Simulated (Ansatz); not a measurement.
Born–Oppenheimer molecular dynamics of BFH$_{3}$N (6 atoms, charge 0, multiplicity 1). It starts at the highest image of a converged band. Of that band: Neighbouring images differ by up to 1.8 eV, so the band resolves the path poorly. A vibrational analysis at the climbing image gives one clearly imaginary mode, 779i cm⁻¹: a first-order saddle point.

Theory: RKS B3LYP-D4/def2-SVP in Ansatz 0.2.0.

```json
{
 "ensemble": "NVE (velocity Verlet)",
 "time step": "0.5 fs",
 "steps asked": "200",
 "starting velocities drawn for": "300 K",
 "seed": "3603"
}
```

First frame:

```xyz
6
Properties=species:S:1:pos:R:3
B -0.448 -0.301 0.450
H 0.923 -0.076 0.790
F 1.330 0.414 -0.108
N -1.278 -0.074 -0.611
H -2.257 -0.342 -0.608
H -0.948 0.379 -1.460
```

Problem. How far do the bonds stretch over the last three quarters of this one trajectory? (Pairs bonded in most of those frames.)

Solution. 
| bond | mean (Å) | spread (Å) | shortest | longest |
| --- | --- | --- | --- | --- |
| B1–N4 | 1.372 | 0.031 | 1.32 | 1.42 |
| H2–F3 | 0.950 | 0.022 | 0.91 | 1.00 |
| N4–H5 | 1.018 | 0.009 | 1.00 | 1.04 |
| N4–H6 | 1.024 | 0.015 | 1.00 | 1.05 |

Mean temperature of the second half: 235 K. The conserved energy stayed within 0.12 meV per atom of its start (net change -0.002 meV per atom), so the integration is sound. A run of 0.1 ps of so small a system gives no equilibrium averages. The orbitals stay closed-shell, which can raise the energy where a bond breaks towards radicals; this wasn't checked here.

Run time: 4.2 min on 1 thread of Arm Neoverse V1, with other jobs on the host, peak memory 0.099 GiB.
